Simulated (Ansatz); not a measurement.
Rutile SnO2, treated with PBE (Ansatz, a first-principles code, plane waves, PAW).

Run with plane-wave cutoff 520 eV, 8×8×10 k mesh (along the axes of the cell as run), Fermi–Dirac smearing 0.01 eV, scalar-relativistic PAW data made under PBE.

Cell (measured lattice):

SnO2 is taken in the tetragonal space group P4₂/mnm (No. 136), the rutile structure, Pearson symbol tP6. Cell: a = b = 4.7374 Å, c = 3.1864 Å, α = β = γ = 90.00°. Sn on 2a is coordinated by 6 O at 2.049–2.057 Å (octahedral). O on 4f has 3 Sn at 2.049–2.057 Å (trigonal planar). (Neighbours: up to the widest gap in distance over summed covalent radii, below 1.35, at either atom; cation-cation and far metal-metal contacts left out.)

**Question.** Give the computed band gap.

**Answer.** 
band gap: 1.26 eV

Measured, for comparison: band gap 3.81 eV (zero-point renormalisation of 215 meV (computed, non-adiabatic AHC, without the lattice-expansion part) added back here to the 1.8 K gap of; inputs from Miglio et al. (2020), arXiv:2011.12765).

Note: cell and atoms aren't relaxed at this level (largest force component 0.04 eV/Å, pressure 10.8 GPa).

Spin–orbit coupling is not included.

Cost on a shared machine: very roughly 23 core-seconds.
